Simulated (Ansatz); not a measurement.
**Predicting a hybrid from its neighbours: AlH3S**

AlH3S: 5 atoms, total charge 0, spin state singlet. SMILES: `[AlH2][SH]`. The coordinates come from a PBE0-D4/def2-TZVP relaxation.

The HOMO–LUMO gap y, in eV, basis def2-TZVP; a is the functional's share of exact exchange. Programs: Ansatz 0.2.0.

| functional | program | a | y (eV) |
| --- | --- | --- | --- |
| PBE | Ansatz | 0 | 4.54 |
| BLYP | Ansatz | 0 | 4.48 |
| B3LYP | Ansatz | 0.2 | ? |
| PBE0 | Ansatz | 0.25 | 6.45 |
| r2SCAN0 | Ansatz | 0.25 | 6.83 |
| BHLYP | Ansatz | 0.5 | 8.22 |

Problem. Fit y = c + s·a to the known rows and predict B3LYP.

Solution. 
1. Means of the 5 rows: a = 0.2000, y = 6.104.
2. Σ(Δa)² = 0.175, Σ(Δa·Δy) = 1.326, so the slope is 1.326/0.175 = 7.5771.
3. Intercept: 6.104 − (7.5771) × 0.2000 = 4.589. The largest residual of the fit is 0.35.
4. B3LYP: 4.589 + (7.5771) × 0.2 = 6.10 eV.

The run gave 5.99 eV, so the prediction is off by +0.11 eV, within the scatter of the fit. Exact exchange lowers occupied levels and raises empty ones. The rows mix families of semi-local functionals, which the line can't see.
